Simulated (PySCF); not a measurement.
## CCl₄: from structure and modes to constants

Level of theory: PySCF, PBE0, basis C def2-TZVP, Cl def2-TZVP (no relativity, density fitting).

The singlet minimum has Td symmetry. Masses (u): C 12.00000, Cl 34.96885.

```xyz
5
charge 0 multiplicity 1, angstrom
C     0.0000    0.0000    0.0000
Cl   -1.0180   -1.0180    1.0180
Cl    1.0180   -1.0180   -1.0180
Cl   -1.0180    1.0180   -1.0180
Cl    1.0180    1.0180    1.0180
```

Harmonic wavenumbers (cm⁻¹): 218.5 (e, ×2), 318.4 (t2, ×3), 473.3 (a1, ×1), 790.9 (t2, ×3).

Q: Find the principal moments of inertia and the rotational constants. What kind of rotor is it?

A: About the centre of mass I = 289.92, 289.92, 289.92 u Å². With B = 16.8576/I this gives 0.05815, 0.05815, 0.05815 cm⁻¹. The molecule is a spherical top.

Q: What is the harmonic zero-point energy?

A: Half the sum of all 9 wavenumbers, 4238/2 = 2119 cm⁻¹, which is 25.4 kJ/mol (1 cm⁻¹ = 0.0119627 kJ/mol).

Q: Find the vibrational entropy and heat capacity at 298.15 K.

A: With u = 1.43878 ω/T, each mode gives S = R[u/(eᵘ−1) − ln(1−e⁻ᵘ)] and C = R u² eᵘ/(eᵘ−1)².
```csv
ω (cm⁻¹),u,S (J/(mol K)),C (J/(mol K))
218.5 (×2),1.054,8.25,7.59
318.4 (×3),1.537,5.52,6.85
473.3,2.284,3.05,5.48
790.9 (×3),3.817,0.90,2.79
```
The sums over all modes are S = 38.8 and C = 49.6 J/(mol K); the softest mode gives 21 % of the entropy (each member, where degenerate).

Q: Give the standard entropy (298.15 K, 1 bar) by its translational, rotational, vibrational and spin parts, and Cp.

A: Sackur–Tetrode with M = 151.88 u gives 171.5; rotation with symmetry number 12 gives 98.6; vibration 38.8; spin R ln 1 = 0.0. The total is 308.9 J/(mol K), and Cp = 4 R + 49.6 = 82.8 J/(mol K).
